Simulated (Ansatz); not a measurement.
Two shapes of singlet CHO2(-).

Shape 1:

```xyz
4

C    -0.0485   -0.0118   -0.3019
O     0.0361    1.1136    0.2359
O     0.0049   -1.0865    0.1864
H     0.0234    0.0141   -1.4312
```

Shape 2:

```xyz
4

C     0.0000    0.0000   -0.2809
O     0.0000    1.0414    0.1900
O     0.0000   -1.0414    0.1900
H     0.0000    0.0000   -1.3552
```

Basis set: cc-pVTZ (spherical functions). Frozen core: 3 orbitals. Charge -1, multiplicity 1.

Computed with Ansatz (development build ahead of 0.2.0); each method stands on the lowest determinant of its kind that the runs found.

Task: Which shape is lower in energy, and by how much in each method?

Result:

```csv
method,E(2) − E(1) (eV)
RHF,0.654
RHF-MP2,0.963
```

Shape 1 is lower. Caution: no diffuse functions for an anion; no unrestricted run beside it, a lower state can exist.
